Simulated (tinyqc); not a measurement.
Worked calculation (part 1 of 2): RKS/BLYP in the sto-6g basis, for H2F+, spin multiplicity 1. Computed by tinyqc, a small Python program that keeps every step (integrals from PySCF). Settings: charge = 1, multiplicity = 1, basis = sto-6g, energy threshold = 1e-10, iteration cap = 68, orthogonalisation = symmetric, start = random, DIIS depth = 6, damping = 0.2, method = RKS, functional = blyp, grid = [40, 50]. Command: `OMP_NUM_THREADS=1 python tinyqc.py 24560 24561 out.jsonl` (the two numbers bound the seeds that draw the settings). One thread of a shared host (Intel(R) Xeon(R) Processor @ 2.60GHz), about 0.8 s of CPU time with the checks. Later iterations appear only in the table of the cycle.

## One-electron integrals

Geometry (angstrom):
```
atom         x          y         z
F     0.000000   0.000000  0.000000
H     0.000000   0.829000  0.580000
H     0.000000  -0.829000  0.580000
```

Basis sto-6g: exponents (1/bohr^2) and contraction coefficients of normalised primitives:
```
element  l (shell)     exponent  coefficient
F            s (1)  1728.626574     0.009164
F            s (1)   316.941790     0.049361
F            s (1)    88.668891     0.168538
F            s (1)    30.460157     0.370563
F            s (1)    11.828570     0.416492
F            s (1)     4.871659     0.130334
F            s (2)    67.032281    -0.013253
F            s (2)    13.267438    -0.046992
F            s (2)     4.123510    -0.033785
F            s (2)     1.586463     0.250242
F            s (2)     0.689002     0.595117
F            s (2)     0.315820     0.240706
F            p (3)    67.032281     0.003760
F            p (3)    13.267438     0.037679
F            p (3)     4.123510     0.173897
F            p (3)     1.586463     0.418036
F            p (3)     0.689002     0.425860
F            p (3)     0.315820     0.101708
H            s (1)    35.523221     0.009164
H            s (1)     6.513144     0.049361
H            s (1)     1.822143     0.168538
H            s (1)     0.625955     0.370563
H            s (1)     0.243077     0.416492
H            s (1)     0.100112     0.130334
```

Overlap, kinetic and nuclear-attraction integrals over the contracted functions; the nuclear repulsion is the sum of Za Zb / Rab.

nuclear repulsion = 9.73372110 hartree

overlap S, lower triangle:
```
           1F 1s     1F 2s    1F 2px     1F 2py    1F 2pz     2H 1s     3H 1s
1F 1s   1.000000
1F 2s   0.232479  1.000000
1F 2px  0.000000  0.000000  1.000000
1F 2py  0.000000  0.000000  0.000000   1.000000
1F 2pz  0.000000  0.000000  0.000000   0.000000  1.000000
2H 1s   0.040709  0.390934  0.000000   0.257479  0.180142  1.000000
3H 1s   0.040709  0.390934  0.000000  -0.257479  0.180142  0.203742  1.000000
```

kinetic energy T (hartree), lower triangle:
```
            1F 1s     1F 2s    1F 2px     1F 2py    1F 2pz      2H 1s     3H 1s
1F 1s   37.397730
1F 2s   -1.143349  1.082297
1F 2px   0.000000  0.000000  3.251325
1F 2py   0.000000  0.000000  0.000000   3.251325
1F 2pz   0.000000  0.000000  0.000000   0.000000  3.251325
2H 1s   -0.003704  0.082581  0.000000   0.164337  0.114976   0.768522
3H 1s   -0.003704  0.082581  0.000000  -0.164337  0.114976  -0.002262  0.768522
```

nuclear attraction V (hartree), lower triangle:
```
             1F 1s       1F 2s      1F 2px      1F 2py      1F 2pz      2H 1s      3H 1s
1F 1s   -78.868513
1F 2s    -8.108898  -12.517192
1F 2px    0.000000    0.000000  -12.455288
1F 2py    0.000000    0.000000    0.000000  -12.578935
1F 2pz   -0.014999   -0.173156    0.000000    0.000000  -12.515812
2H 1s    -1.626566   -3.705505    0.000000   -2.127868   -1.537998  -6.126944
3H 1s    -1.626566   -3.705505    0.000000    2.127868   -1.537998  -1.402455  -6.126944
```

core Hamiltonian H = T + V (hartree), lower triangle:
```
             1F 1s       1F 2s     1F 2px     1F 2py     1F 2pz      2H 1s      3H 1s
1F 1s   -41.470784
1F 2s    -9.252247  -11.434895
1F 2px    0.000000    0.000000  -9.203962
1F 2py    0.000000    0.000000   0.000000  -9.327610
1F 2pz   -0.014999   -0.173156   0.000000   0.000000  -9.264487
2H 1s    -1.630270   -3.622924   0.000000  -1.963532  -1.423021  -5.358422
3H 1s    -1.630270   -3.622924   0.000000   1.963532  -1.423021  -1.404717  -5.358422
```

## Two-electron integrals

Functions are numbered as in S; the eight-fold symmetry (ij|kl) = (ji|kl) = (kl|ij) leaves the list below.

Two-electron integrals (ij|kl) in chemists' order, unique and non-zero (hartree):
```
(11|11) 5.406240    (21|11) 0.768129    (21|21) 0.138909    (22|11) 1.266271
(22|21) 0.283987    (22|22) 0.926367    (31|31) 0.029452    (32|31) 0.044681
(32|32) 0.204753    (33|11) 1.266273    (33|21) 0.283987    (33|22) 0.926366
(33|33) 0.998085    (41|41) 0.029452    (42|41) 0.044681    (42|42) 0.204753
(43|43) 0.053789    (44|11) 1.266273    (44|21) 0.283987    (44|22) 0.926366
(44|33) 0.890506    (44|44) 0.998085    (51|51) 0.029452    (52|51) 0.044681
(52|52) 0.204753    (53|53) 0.053789    (54|54) 0.053789    (55|11) 1.266273
(55|21) 0.283987    (55|22) 0.926366    (55|33) 0.890506    (55|44) 0.890506
(55|55) 0.998085    (61|11) 0.143427    (61|21) 0.024861    (61|22) 0.049712
(61|33) 0.049627    (61|41) 0.000884    (61|42) 0.001727    (61|44) 0.049798
(61|51) 0.000619    (61|52) 0.001208    (61|54) 0.000120    (61|55) 0.049710
(61|61) 0.004524    (62|11) 0.356451    (62|21) 0.081111    (62|22) 0.294379
(62|33) 0.290239    (62|41) 0.004810    (62|42) 0.035985    (62|44) 0.298578
(62|51) 0.003365    (62|52) 0.025176    (62|54) 0.005834    (62|55) 0.294321
(62|61) 0.014515    (62|62) 0.114835    (63|31) 0.009091    (63|32) 0.051773
(63|43) 0.007541    (63|53) 0.005276    (63|63) 0.017012    (64|11) 0.196167
(64|21) 0.045276    (64|22) 0.175689    (64|33) 0.168185    (64|41) 0.011451
(64|42) 0.072193    (64|44) 0.188256    (64|51) 0.001651    (64|52) 0.014287
(64|54) 0.008766    (64|55) 0.170627    (64|61) 0.008462    (64|62) 0.084122
(64|64) 0.078228    (65|11) 0.137246    (65|21) 0.031677    (65|22) 0.122919
(65|33) 0.117669    (65|41) 0.001651    (65|42) 0.014287    (65|44) 0.121158
(65|51) 0.010246    (65|52) 0.061768    (65|54) 0.009983    (65|55) 0.129929
(65|61) 0.005921    (65|62) 0.058855    (65|64) 0.042829    (65|65) 0.046977
(66|11) 0.507199    (66|21) 0.117586    (66|22) 0.490146    (66|33) 0.473469
(66|41) 0.008972    (66|42) 0.093096    (66|44) 0.507057    (66|51) 0.006277
(66|52) 0.065133    (66|54) 0.023499    (66|55) 0.489910    (66|61) 0.021210
(66|62) 0.244647    (66|64) 0.207931    (66|65) 0.145477    (66|66) 0.774999
(71|11) 0.143427    (71|21) 0.024861    (71|22) 0.049712    (71|33) 0.049627
(71|41) -0.000884   (71|42) -0.001727   (71|44) 0.049798    (71|51) 0.000619
(71|52) 0.001208    (71|54) -0.000120   (71|55) 0.049710    (71|61) 0.004466
(71|62) 0.014095    (71|64) 0.007508    (71|65) 0.005750    (71|66) 0.020380
(71|71) 0.004524    (72|11) 0.356451    (72|21) 0.081111    (72|22) 0.294379
(72|33) 0.290239    (72|41) -0.004810   (72|42) -0.035985   (72|44) 0.298578
(72|51) 0.003365    (72|52) 0.025176    (72|54) -0.005834   (72|55) 0.294321
(72|61) 0.014095    (72|62) 0.094380    (72|64) 0.047413    (72|65) 0.046937
(72|66) 0.164642    (72|71) 0.014515    (72|72) 0.114835    (73|31) 0.009091
(73|32) 0.051773    (73|43) -0.007541   (73|53) 0.005276    (73|63) 0.013571
(73|73) 0.017012    (74|11) -0.196167   (74|21) -0.045276   (74|22) -0.175689
(74|33) -0.168185   (74|41) 0.011451    (74|42) 0.072193    (74|44) -0.188256
(74|51) -0.001651   (74|52) -0.014287   (74|54) 0.008766    (74|55) -0.170627
(74|61) -0.007508   (74|62) -0.047413   (74|64) -0.010611   (74|65) -0.023080
(74|66) -0.073977   (74|71) -0.008462   (74|72) -0.084122   (74|74) 0.078228
(75|11) 0.137246    (75|21) 0.031677    (75|22) 0.122919    (75|33) 0.117669
(75|41) -0.001651   (75|42) -0.014287   (75|44) 0.121158    (75|51) 0.010246
(75|52) 0.061768    (75|54) -0.009983   (75|55) 0.129929    (75|61) 0.005750
(75|62) 0.046937    (75|64) 0.023080    (75|65) 0.036607    (75|66) 0.090535
(75|71) 0.005921    (75|72) 0.058855    (75|74) -0.042829   (75|75) 0.046977
(76|11) 0.127724    (76|21) 0.029392    (76|22) 0.116486    (76|33) 0.114319
(76|44) 0.116432    (76|51) 0.001940    (76|52) 0.017569    (76|55) 0.118706
(76|61) 0.005207    (76|62) 0.045725    (76|64) 0.029148    (76|65) 0.026746
(76|66) 0.104216    (76|71) 0.005207    (76|72) 0.045725    (76|74) -0.029148
(76|75) 0.026746    (76|76) 0.022704    (77|11) 0.507199    (77|21) 0.117586
(77|22) 0.490146    (77|33) 0.473469    (77|41) -0.008972   (77|42) -0.093096
(77|44) 0.507057    (77|51) 0.006277    (77|52) 0.065133    (77|54) -0.023499
(77|55) 0.489910    (77|61) 0.020380    (77|62) 0.164642    (77|64) 0.073977
(77|65) 0.090535    (77|66) 0.315470    (77|71) 0.021210    (77|72) 0.244647
(77|74) -0.207931   (77|75) 0.145477    (77|76) 0.104216    (77|77) 0.774999
```

## Orthogonalisation

S = U s U^T; symmetric (Loewdin) form X = U s^(-1/2) U^T, so that X^T S X = 1.

eigenvalues of S: 0.454113  0.520018  0.901248  1.000000  1.085269  1.276240  1.763112

X, lower triangle:
```
            1F 1s      1F 2s    1F 2px     1F 2py     1F 2pz      2H 1s     3H 1s
1F 1s    1.022558
1F 2s   -0.133098   1.154947
1F 2px   0.000000   0.000000  1.000000
1F 2py   0.000000   0.000000  0.000000   1.068393
1F 2pz  -0.005733   0.060408  0.000000   0.000000   1.027266
2H 1s    0.016700  -0.217650  0.000000  -0.170765  -0.098588   1.124539
3H 1s    0.016700  -0.217650  0.000000   0.170765  -0.098588  -0.078979  1.124539
```

## Starting guess

The start is random orthonormal orbitals; D = 2 C_occ C_occ^T.

D at the start, lower triangle:
```
            1F 1s      1F 2s     1F 2px     1F 2py     1F 2pz      2H 1s     3H 1s
1F 1s    1.627093
1F 2s   -0.064991   2.263933
1F 2px  -0.733400   0.736048   0.904694
1F 2py   0.098146   0.216114   0.313435   1.022536
1F 2pz   0.188111  -0.153639   0.206945   1.043590   1.172964
2H 1s   -0.325978  -0.533911  -0.686395  -0.516359  -0.359609   2.281474
3H 1s   -0.150419  -0.555566  -0.342244   0.304673   0.117065  -0.485396  2.356111
```

## Iteration 1: exchange-correlation on the grid

Becke grid with 40 radial and 50 angular points per atom, points of zero weight dropped. rho = sum D_ij phi_i phi_j; V_xc,ij = sum w v_xc phi_i phi_j plus the gradient terms; v_xc is d(rho eps)/d rho at fixed gradient.

The 16 grid points with the largest w rho, of 5980 (bohr, atomic units):
```
x                  y          z         w       rho  |grad rho|^2     eps_xc       v_xc
0.000000   -0.687587  -0.687587  0.039801  0.623847      3.664632  -0.718023  -0.854575
0.000000   -0.587946  -0.587946  0.026108  0.938742      6.558762  -0.801633  -0.984882
0.000000   -0.798597  -0.798597  0.059514  0.377051      1.594636  -0.628741  -0.720084
0.480056    0.480056   0.480056  0.023013  0.966602      8.012106  -0.812807  -0.991374
0.000000   -0.498888  -0.498888  0.016772  1.286047      8.500220  -0.872574  -1.101261
0.587946    0.587946   0.000000  0.025704  0.816316      5.655490  -0.772957  -0.937195
0.407340    0.407340   0.407340  0.015357  1.355940     10.746459  -0.889426  -1.118328
0.293188   -0.293188  -0.879565  0.035657  0.576310      3.132064  -0.701851  -0.832262
0.687587    0.687587   0.000000  0.038291  0.531071      3.040604  -0.690634  -0.807233
0.561413   -0.561413  -0.561413  0.037214  0.544780      2.859607  -0.691371  -0.816376
0.250701   -0.250701  -0.752103  0.023354  0.863491      5.525469  -0.781826  -0.957913
0.752103    0.250701   0.250701  0.023241  0.864313      6.003686  -0.784402  -0.956460
0.561413    0.561413   0.561413  0.032131  0.622573      4.187460  -0.722725  -0.851056
0.480056   -0.480056  -0.480056  0.024401  0.818692      5.012775  -0.769819  -0.940854
0.879565    0.293188   0.293188  0.035225  0.564895      3.326365  -0.701553  -0.824675
-0.293188  -0.293188  -0.879565  0.035657  0.556708      2.984313  -0.695657  -0.822298
```

electrons on the grid, sum of w rho = 10.000487

E_xc = sum of w rho eps_xc = -8.91304872 hartree

V_xc (hartree), lower triangle:
```
            1F 1s      1F 2s     1F 2px     1F 2py     1F 2pz      2H 1s      3H 1s
1F 1s   -3.294565
1F 2s   -0.402376  -0.807680
1F 2px   0.011903  -0.040017  -0.798635
1F 2py  -0.007418  -0.019843  -0.018599  -0.806403
1F 2pz  -0.000397   0.016741  -0.009321  -0.073803  -0.817966
2H 1s   -0.078424  -0.257947  -0.010336  -0.167824  -0.118083  -0.551450
3H 1s   -0.077457  -0.248288  -0.007277   0.148191  -0.101335  -0.100015  -0.550267
```

## Iteration 1: building the Kohn-Sham matrix

J_ij = sum D_kl (ij|kl); F = H + J + V_xc; E = tr D H + tr D J / 2 + E_xc + E_nn.

Coulomb J (hartree), lower triangle:
```
            1F 1s     1F 2s    1F 2px     1F 2py    1F 2pz     2H 1s     3H 1s
1F 1s   16.415199
1F 2s    2.981750  8.115660
1F 2px   0.003872  0.129367  8.050549
1F 2py   0.017899  0.047089  0.028528   8.163958
1F 2pz   0.008975  0.129468  0.011408   0.097496  8.132466
2H 1s    0.537511  2.684589  0.037148   1.661272  1.207580  5.117369
3H 1s    0.535801  2.659378  0.030061  -1.613974  1.174800  1.120603  5.075491
```

Kohn-Sham matrix F (hartree), lower triangle:
```
             1F 1s      1F 2s     1F 2px     1F 2py     1F 2pz      2H 1s      3H 1s
1F 1s   -28.350150
1F 2s    -6.672873  -4.126916
1F 2px    0.015774   0.089350  -1.952048
1F 2py    0.010481   0.027246   0.009929  -1.970056
1F 2pz   -0.006421  -0.026947   0.002087   0.023693  -1.949987
2H 1s    -1.171183  -1.196283   0.026812  -0.470084  -0.333525  -0.792502
3H 1s    -1.171925  -1.211834   0.022784   0.497749  -0.349557  -0.384129  -0.833198
```

total energy of this density = -88.59381801 hartree

This density is the starting one.

## Iteration 1: diagonalisation and new density

Diagonalise F' = X^T F X, C = X C', fill 5 alpha and 5 beta electrons from the bottom; D = 2 C_occ C_occ^T; the new density keeps 0.2 of the old one (damping). Each column has its largest component positive (the first on a tie).

F' = X^T F X (hartree), lower triangle:
```
            1          2          3          4          5          6          7
1  -27.970279
2   -3.087716  -2.986903
3    0.005054   0.090426  -1.952048
4    0.008048   0.025522   0.009920  -1.920598
5   -0.015233   0.013695   0.002561   0.022497  -1.931287
6   -0.200898  -0.365340   0.007267  -0.198901  -0.117361  -0.403311
7   -0.197495  -0.368639   0.005810   0.206942  -0.125557  -0.082713  -0.438246
```

orbital energies (hartree): MO1 -28.350469, MO2 -2.727057, MO3 -1.987614, MO4 -1.943238, MO5 -1.930698, MO6 -0.378766, MO7 -0.284829

coefficients C:
```
              MO1        MO2        MO3        MO4        MO5        MO6        MO7
1F 1s    0.999127  -0.246029  -0.003748  -0.025083  -0.014711   0.064550   0.010984
1F 2s    0.003990   1.063634   0.015546   0.106548   0.067545  -0.541911  -0.094088
1F 2px  -0.000609  -0.113680  -0.246849   0.780865   0.562450  -0.006327  -0.001433
1F 2py  -0.000465  -0.033104   0.838593  -0.133670   0.546693   0.073226  -0.416350
1F 2pz   0.000516   0.058268  -0.500977  -0.603202   0.626349  -0.256960  -0.042777
2H 1s   -0.000617  -0.057373  -0.011766   0.010583  -0.022030   0.613686   0.988291
3H 1s   -0.000868  -0.057343   0.021268   0.002526   0.002669   0.912981  -0.721157
```

D after iteration 1, lower triangle:
```
            1F 1s      1F 2s     1F 2px     1F 2py     1F 2pz      2H 1s     3H 1s
1F 1s    2.020849
1F 2s   -0.431274   2.288771
1F 2px  -0.146001   0.141508   1.780871
1F 2py   0.019383   0.044036   0.062474   1.838227
1F 2pz   0.027979   0.020835   0.038690   0.210328   1.851456
2H 1s   -0.043433  -0.205293  -0.128800  -0.137553  -0.100131   0.462739
3H 1s   -0.009190  -0.207459  -0.060860   0.094303   0.001255  -0.092266  0.477230
```

## Iteration 2: exchange-correlation on the grid

As before.

The 16 grid points with the largest w rho, of 5980 (bohr, atomic units):
```
x                  y          z         w       rho  |grad rho|^2     eps_xc       v_xc
0.000000   -0.687587  -0.687587  0.039801  0.619469      3.551169  -0.715952  -0.852938
0.000000   -0.587946  -0.587946  0.026108  0.929542      6.283002  -0.798642  -0.982152
0.687587    0.000000  -0.687587  0.039903  0.589827      3.202653  -0.705700  -0.839217
0.587946    0.587946   0.000000  0.025704  0.909637      6.169875  -0.794200  -0.974553
0.687587    0.000000   0.687587  0.039302  0.593443      3.359135  -0.708207  -0.840189
0.587946    0.000000   0.587946  0.025972  0.895132      5.982971  -0.790450  -0.969314
0.587946    0.000000  -0.587946  0.026135  0.883501      5.606311  -0.786303  -0.965923
0.687587    0.687587   0.000000  0.038291  0.602930      3.467140  -0.711447  -0.844643
-0.687587   0.000000  -0.687587  0.039903  0.564706      2.937093  -0.696916  -0.827124
0.561413   -0.561413  -0.561413  0.037214  0.603353      3.371193  -0.710544  -0.845459
0.000000   -0.798597  -0.798597  0.059514  0.375407      1.561559  -0.627466  -0.719241
-0.561413  -0.561413  -0.561413  0.037214  0.599461      3.322271  -0.709159  -0.843672
-0.587946   0.000000  -0.587946  0.026135  0.846509      5.222558  -0.776759  -0.951944
0.480056   -0.480056  -0.480056  0.024401  0.904955      5.927845  -0.792159  -0.973512
-0.480056  -0.480056  -0.480056  0.024401  0.899494      5.912297  -0.790992  -0.971349
0.587946   -0.587946   0.000000  0.025704  0.851487      5.329650  -0.778354  -0.953625
```

electrons on the grid, sum of w rho = 10.000469

E_xc = sum of w rho eps_xc = -10.83148830 hartree

V_xc (hartree), lower triangle:
```
            1F 1s      1F 2s     1F 2px     1F 2py     1F 2pz      2H 1s      3H 1s
1F 1s   -3.501209
1F 2s   -0.436981  -0.921591
1F 2px   0.002099  -0.005260  -0.918985
1F 2py  -0.001059  -0.002174  -0.002904  -0.922572
1F 2pz  -0.000610  -0.000703  -0.001192  -0.010160  -0.923175
2H 1s   -0.084492  -0.266757  -0.001385  -0.153521  -0.108225  -0.405733
3H 1s   -0.084358  -0.265751  -0.000866   0.151391  -0.106185  -0.091756  -0.408994
```

## Iteration 2: building the Kohn-Sham matrix

As before.

Coulomb J (hartree), lower triangle:
```
            1F 1s     1F 2s    1F 2px     1F 2py    1F 2pz     2H 1s     3H 1s
1F 1s   20.113791
1F 2s    3.644275  9.587174
1F 2px   0.000597  0.025263  9.575254
1F 2py   0.003582  0.009312  0.005696   9.595707
1F 2pz   0.003417  0.029263  0.002161   0.019521  9.590557
2H 1s    0.655836  2.993600  0.007314   1.771159  1.248738  4.968098
3H 1s    0.655494  2.988672  0.005897  -1.761881  1.242262  1.174275  4.960331
```

Kohn-Sham matrix F (hartree), lower triangle:
```
             1F 1s      1F 2s     1F 2px     1F 2py     1F 2pz      2H 1s      3H 1s
1F 1s   -24.858201
1F 2s    -6.044953  -2.769312
1F 2px    0.002695   0.020002  -0.547694
1F 2py    0.002523   0.007138   0.002792  -0.654475
1F 2pz   -0.012192  -0.144596   0.000968   0.009361  -0.597106
2H 1s    -1.058925  -0.896082   0.005930  -0.345893  -0.282508  -0.796057
3H 1s    -1.059134  -0.900004   0.005031   0.353041  -0.286945  -0.322198  -0.807085
```

total energy of this density = -97.83933987 hartree

This density is a damped mixture and is not idempotent.

## Iteration 2: DIIS over 2 matrices

error matrix X^T (FDS - SDF) X:
```
           1          2          3          4          5         6          7
1   0.000000  -1.298125   2.886042  -0.557921  -0.382029  1.211779   0.666649
2   1.298125   0.000000   0.349625  -0.100459   0.024694  0.392652   0.306438
3  -2.886042  -0.349625   0.000000  -0.011635  -0.022426  0.023732  -0.008267
4   0.557921   0.100459   0.011635   0.000000   0.014982  0.354217  -0.259864
5   0.382029  -0.024694   0.022426  -0.014982   0.000000  0.244264   0.142384
6  -1.211779  -0.392652  -0.023732  -0.354217  -0.244264  0.000000  -0.009905
7  -0.666649  -0.306438   0.008267   0.259864  -0.142384  0.009905   0.000000
```

B (overlaps of the stored error matrices):
```
               1              2
1  7.9359854e+02  1.4026470e+02
2  1.4026470e+02  2.6079928e+01
```

Minimise |sum c_i e_i|^2 with sum c_i = 1: solve [B -1; -1 0][c; lambda] = [0; -1] with B_ij = tr e_i^T e_j, and take F = sum c_i F_i.

DIIS coefficients: -0.211787  1.211787

extrapolated F (hartree), lower triangle:
```
             1F 1s      1F 2s     1F 2px     1F 2py     1F 2pz      2H 1s      3H 1s
1F 1s   -24.118652
1F 2s    -5.911968  -2.481790
1F 2px   -0.000075   0.005315  -0.250270
1F 2py    0.000838   0.002880   0.001280  -0.375852
1F 2pz   -0.013414  -0.169512   0.000732   0.006325  -0.310583
2H 1s    -1.035150  -0.832503   0.001507  -0.319591  -0.271704  -0.796810
3H 1s    -1.035247  -0.833962   0.001271   0.322394  -0.273684  -0.309081  -0.801554
```
